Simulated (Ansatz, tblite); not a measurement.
**The cluster Al2H3+: charged states by level of theory**

An exercise on one series of results from a longer session: the logs are not shown, and one member is left open.

Method: as each input shows; program: Ansatz 0.2.0, Gaussian basis.

The runs, in order: charge 0 doublet, at the geometry of the singlet (PBE0-D4/def2-TZVP, PBE-D4/def2-TZVP, r2SCAN-D4/def2-TZVP, LC-ωPBE/def2-TZVP, B2PLYP/def2-TZVP, LDA/def2-TZVP, HF/def2-TZVP, r2SCAN0-D4/def2-TZVP, LC-ωPBE(0.10)/def2-TZVP, LC-ωPBE(0.15)/def2-TZVP, LC-ωPBE(0.20)/def2-TZVP, LC-ωPBE(0.30)/def2-TZVP); the starting singlet's energies come from earlier runs.

## The relaxed structure

The geometry is that of the singlet, from an earlier relaxation (PBE-D4/def2-TZVP). At that level it is the lowest of the isomers that a small search found.

5 atoms, charge 1, spin multiplicity 1.

Atoms are counted from 1 here; the program's logs count them from 0.

Bond lengths: Al1–Al2 2.705 Å, Al1–H4 1.590 Å, Al2–H3 1.577 Å, Al2–H5 1.577 Å. Angles: Al2–Al1–H4 179.8°, Al1–Al2–H3 111.4°, Al1–Al2–H5 111.3°, H3–Al2–H5 137.4°.

The ion is computed in the gas phase, without counter-ions or solvent.

The first run:

Input file in.yaml:

```yaml
crystal:
  periodic: [false, false, false]
  atoms:
    - {symbol: Al, position_ang: [0.084527, -1.444495, 0.509572]}
    - {symbol: Al, position_ang: [-0.066969, 1.102488, -0.387997]}
    - {symbol: H, position_ang: [-1.440243, 1.770232, 0.007485]}
    - {symbol: H, position_ang: [0.179092, -2.942687, 1.034198]}
    - {symbol: H, position_ang: [1.243592, 1.514453, -1.163248]}
basis:
  gaussian: {orbitals: def2-TZVP}
magnetization: {spin_polarized: true, initial_magnetization: 1}
hamiltonian: {xc: pbe0, dispersion: d4}
output: {orbitals: {seedname: orbitals}}
```

Run with:

```console
> ansatz run in.yaml --threads 2 --pin off --events-out ev --progress --plain --max-ram 4352MiB
```

Among the steps run: Charge 0 doublet at the fixed geometry, PBE0-D4/def2-TZVP; Charge 0 doublet at the fixed geometry, PBE-D4/def2-TZVP; Charge 0 doublet at the fixed geometry, r2SCAN-D4/def2-TZVP; Charge 0 doublet at the fixed geometry, LC-ωPBE/def2-TZVP; Charge 0 doublet at the fixed geometry, B2PLYP/def2-TZVP; Charge 0 doublet at the fixed geometry, LDA/def2-TZVP; Charge 0 doublet at the fixed geometry, HF/def2-TZVP; Charge 0 doublet at the fixed geometry, r2SCAN0-D4/def2-TZVP; Charge 0 doublet at the fixed geometry, LC-ωPBE(0.10)/def2-TZVP; Charge 0 doublet at the fixed geometry, LC-ωPBE(0.15)/def2-TZVP; Charge 0 doublet at the fixed geometry, LC-ωPBE(0.20)/def2-TZVP; Charge 0 doublet at the fixed geometry, LC-ωPBE(0.30)/def2-TZVP.

One table of the session follows, with a row left open; its other results are not shown here.

It belongs to the step «Vertical electron affinity». Beside −ε(LUMO) of the starting state:

| level | −ε(LUMO) (eV) | by difference (eV) | mismatch (eV) |
| --- | --- | --- | --- |
| LDA/def2-TZVP | 8.98 | 6.46 | +2.53 |
| PBE-D4/def2-TZVP | 8.83 | 6.42 | +2.40 |
| r2SCAN-D4/def2-TZVP | 8.63 | 6.49 | +2.14 |
| PBE0-D4/def2-TZVP | 8.04 | 6.38 | +1.67 |
| r2SCAN0-D4/def2-TZVP | ? | ? | ? |
| LC-ωPBE/def2-TZVP | 5.98 | 6.32 | -0.35 |

Q: Estimate the row for r2SCAN0-D4/def2-TZVP from the others.

**Answer.** −ε(LUMO) (eV): 7.94; by difference (eV): 6.44; mismatch (eV): +1.49. In the column «−ε(LUMO) (eV)» it lies between LC-ωPBE/def2-TZVP (5.98) and PBE0-D4/def2-TZVP (8.04).
